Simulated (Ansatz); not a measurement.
# BNH (doublet): relaxing a cheap start

Where does this start of BNH (doublet) end when it is relaxed?

Program: Ansatz 0.2.0, Gaussian basis. Level of theory: UKS PBE0/def2-TZVP. These are calculated values, not measurements.

## (1) The starting structure

3 atoms, charge 0, spin multiplicity 2.

Atoms are counted from 1 here; the program's logs count them from 0.

Bond lengths: B1–N2 1.238 Å, B1–H3 1.145 Å. Angles: N2–B1–H3 180.0°.

Geometry (Å):

```
B     0.0000    0.0000   -0.0311
N     0.0000    0.0000    1.2068
H     0.0000    0.0000   -1.1757
```

The start was built by rule and, where that kept it together, relaxed with GFN2-xTB. Sticks and bond lists go by distance. 

## (2) Relaxation

in.yaml reads:

```yaml
crystal:
  periodic: [false, false, false]
  atoms:
    - {symbol: B, position_ang: [0.000000, 0.000000, -0.031135]}
    - {symbol: N, position_ang: [0.000000, 0.000000, 1.206794]}
    - {symbol: H, position_ang: [0.000000, 0.000000, -1.175659]}
basis:
  gaussian: {orbitals: def2-TZVP}
magnetization: {spin_polarized: true, initial_magnetization: 1}
hamiltonian: {xc: pbe0}
relax: {f_tol: 0.004, max_steps: 80}
```

Run with:

```console
ansatz run in.yaml --threads 1 --pin off --events-out ev --progress --plain --max-ram 1740MiB
```

Before running it: what results should come out? Wanted: energy gained; shift from the start; total energy; dipole moment; ⟨S²⟩.

As calculated:

| quantity | value |
| --- | --- |
| steps | 4 |
| energy gained | 0.178 eV |
| shift from the start (rms) | 0.041 Å |
| total energy | -2177.3048 eV |
| dipole moment | 2.77 D |
| ⟨S²⟩ | 0.754 |

What this shows: The bonds of the start are those of the end. B1–N2 went from 1.238 to 1.306 Å. No vibrations were run, so this is a stationary point, not a proven minimum, and this spin need not be the ground state's.
